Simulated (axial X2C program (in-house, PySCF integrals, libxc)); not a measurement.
**Working with the constants of S₂⁻**

A bond curve at the CCSD(T) level, with spin–orbit coupling, was computed with an in-house all-electron X2C program for linear molecules (integrals from PySCF) (basis S dyall-av3z [9s8p3d2f] (cores contracted in-house)) for the state Ω = 3/2 (⟨Sz⟩ = 0.50, ⟨Lz⟩ = 1.00 at HF). Its fit gives Re = 2.0302 Å, ωe = 566.7 cm⁻¹, ωexe = 2.52 cm⁻¹ and αe = 1.583e-03 cm⁻¹; the masses are 31.9721 and 31.9721 u. Two-component means X2C with spin–orbit coupling and atomic mean-field Coulomb and Gaunt terms.

Correlated methods: 13 electrons correlated (number of frozen shells: S 2 s, 1 p), 195 virtual spin orbitals or spinors in MP2, 90 natural virtuals in coupled cluster.

(1) Find the reduced mass, Be and the force constant.

(2) A Morse curve ties αe to the other constants (Pekeris). How well does that hold?

(3) Estimate the centrifugal constant by the Kratzer relation.

(4) Estimate De from a Morse curve and compare with the computed well depth of 3.726 eV to S- + S.

(5) Where do the fundamental and the first overtone lie?

One determinant describes the state; a PBE0 search over occupations chose it and may have missed a lower one. Dissociation energies refer to the lowest single-determinant-based atoms at the same level and basis. Coupled cluster ran in a truncated set of natural virtual spinors; the MP2 energy of the rest was added. (T) has no such correction and the atoms are truncated less, which lowers De at CCSD(T) by a hundredth of an eV or more.

## Answers

(1) From the CCSD(T) values: μ = 15.9861 u. Be = 16.8576/(μ Re²) = 0.2558 cm⁻¹. k = 5.8918×10⁻⁷ μ ωe² = 3.02 mdyn/Å.

(2) αe(Morse) = 6Be²/ωe × (√(ωexe/Be) − 1) = 1.482e-03 cm⁻¹; the CCSD(T) curve gives 1.583e-03 cm⁻¹, a ratio of 0.94.

(3) D = 4Be³/ωe² = 2.09e-07 cm⁻¹.

(4) De(Morse) = ωe²/(4ωexe) = 3.950 eV against 3.726 eV computed, a ratio of 1.06. For De the Morse form works well here.

(5) ν(1←0) = ωe − 2ωexe = 561.7 cm⁻¹; ν(2←0) = 2ωe − 6ωexe = 1118.3 cm⁻¹.
